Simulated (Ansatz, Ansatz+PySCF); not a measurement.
| atom | x (Å) | y (Å) | z (Å) |
| --- | --- | --- | --- |
| N | -0.0014 | -0.0099 | -0.4572 |
| O | -0.0056 | 1.0674 | 0.2053 |
| O | -0.0078 | -1.0556 | 0.1971 |

RHF on singlet NO₂(-) was run in several spherical basis sets with Ansatz (development build ahead of 0.2.0). Caution: no diffuse functions for an anion.

(1) Rank the basis sets by the total energy that they give, lowest first, with the distance from the lowest.
A. STO-3G
B. cc-pVTZ
C. def2-TZVP
D. def2-SVP
E. cc-pVDZ
F. 6-31G(d)

## Answers

(1) C (0.00 eV), B (0.45 eV), E (2.44 eV), F (2.90 eV), D (7.31 eV), A (81.94 eV).

Totals follow the description of the cores as much as that of the bonds, so this order isn't one of quality for chemistry.
